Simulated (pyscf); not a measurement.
Thermochemistry of product channels of HC≡CH (SMILES C#C) + NH₃ (SMILES N) on the singlet surface, in eV, from ωB97M-D3(BJ)/def2-TZVP energies (ideal gas, 1 atm, RRHO with modes under 100 cm⁻¹ raised to 100, one conformer, R ln 2 for rigid chiral ones). Optimised with ωB97X-D3(BJ)/def2-SVP in PySCF.

| products | ΔE | ΔH(298 K) | ΔG(298 K) | ΔG(900 K) |
|---|---|---|---|---|
| HC≡C–NH₂ (SMILES C#CN) + H₂ (SMILES [H][H]) | ? | +0.57 | +0.60 | +0.61 |
| H₂C=CH–NH₂ (SMILES C=CN) | -1.61 | -1.48 | -1.09 | -0.29 |

Problem. Fill in the missing entries.

Solution. 
- HC≡C–NH₂ (SMILES C#CN) + H₂ (SMILES [H][H]), ΔE: +0.75

The channel to H₂C=CH–NH₂ turns unfavourable between 298 and 1200 K (ΔG from -1.09 eV to +0.11 eV).

These are energies of the channels, which say nothing of barriers. HC≡C–NH₂ lies 1.82 eV over its isomer H₃C–C≡N, and others may lie lower still (electronic energy, ωB97M-D3(BJ)).
